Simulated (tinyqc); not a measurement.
Worked calculation: Pariser-Parr-Pople SCF with singles CI, for the molecule c1ccsc1 (SMILES; centres numbered as the heavy atoms are written). One step of it, computed by the program tinyqc.

Problem. Iteration 1: orbitals and new P. Diagonalise F (the basis is taken as orthonormal) and form P = 2 sum c c over the lowest orbitals; 0.3 of the old P is kept.

F (eV), lower triangle:
```
           1C         2C         3C          4S         5C
1C  -4.638677
2C  -4.041112  -4.638298
3C   0.461708  -4.101870  -5.955662
4S   0.539272   0.539212  -3.915698  -11.921146
5C  -4.101437   0.461567   0.499311   -3.915934  -5.956709
```

pi electrons, sum of z_r less the charge = 6

P at the start, lower triangle:
```
           1C         2C         3C        4S        5C
1C   1.190232
2C   0.637446   1.190232
3C  -0.233692   0.660735   1.194462
4S  -0.257471  -0.257471   0.638058  1.230611
5C   0.660735  -0.233692  -0.252751  0.638058  1.194462
```

Give: orbital energies; P after iteration 1.

Solution.

orbital energies (eV): -15.334  -10.031  -8.949  -0.693  1.896

P after iteration 1, lower triangle:
```
        1C      2C      3C     4S     5C
1C   1.101
2C   0.613   1.101
3C  -0.134   0.724   1.141
4S  -0.250  -0.249   0.532  1.515
5C   0.724  -0.134  -0.371  0.532  1.141
```
